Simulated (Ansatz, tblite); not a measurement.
Spin states of the cluster Li₂Al⁺ (the lowest singlet isomer of a short search), each relaxed with PBE-D4/def2-TZVP in Ansatz. Electronic energies in the gas phase.

The xTB rows come from tblite. Correlated methods freeze 5 core orbitals; core or outer-core shells of Li are correlated, in sets that lack core-valence functions. The structure comes from a short search, and lower isomers may exist.

Singlet geometry (D∞h within 0.1 Å):

```xyz
3

Al    0.000    0.000    0.000
Li   -0.443    0.887    2.595
Li    0.443   -0.887   -2.595
```

Triplet geometry (C2v within 0.1 Å):

```xyz
3

Al   -0.154    1.213   -0.015
Li   -0.089   -0.653   -2.142
Li    0.243   -0.559    2.157
```

Quintet geometry (C2v within 0.1 Å):

```xyz
3

Al    0.716    0.650    0.610
Li    1.083   -0.290   -2.034
Li   -1.800   -0.359    1.423
```

⟨S²⟩: triplet 2.01 at PBE0-D4/def2-TZVP (pure 2.00), quintet 6.00 at PBE0-D4/def2-TZVP (pure 6.00).

Run but left out: HF/STO-3G (singlet: restricted singlet, unstable in another Hartree–Fock run and untested here); HF/def2-TZVP, HF/def2-TZVPP, r2SCAN-D4/def2-TZVP (singlet: restricted singlet, unstable towards broken spin symmetry).

Only these spin states were relaxed.

```tsv
level	triplet − singlet (kcal/mol)	quintet − singlet (kcal/mol)	lowest of these	remarks
GFN1-xTB	7.7	175.9	singlet	–
LDA (SPW92)/def2-TZVP	14.8	97.2	singlet	–
PBE-D4/def2-TZVP	12.5	94.5	singlet	–
r2SCANh-D4/def2-TZVP	7.9	79.2	singlet	–
PBE0-D4/def2-TZVP	12.6	91.8	singlet	–
BHLYP-D4/def2-TZVP	16.7	104.3	singlet	–
ωB97X-V/def2-TZVP	19.1	103.0	singlet	–
CCSD(T)/def2-TZVPP	15.6	89.5	singlet	restricted SCF unstable (singlet)
```

Change of the quintet − singlet gap on mixing in exact exchange, in kcal/mol: PBE to PBE0 (25 % exact exchange) -2.7.

The xTB methods have no term that favours high spin, so they put low spin too low.
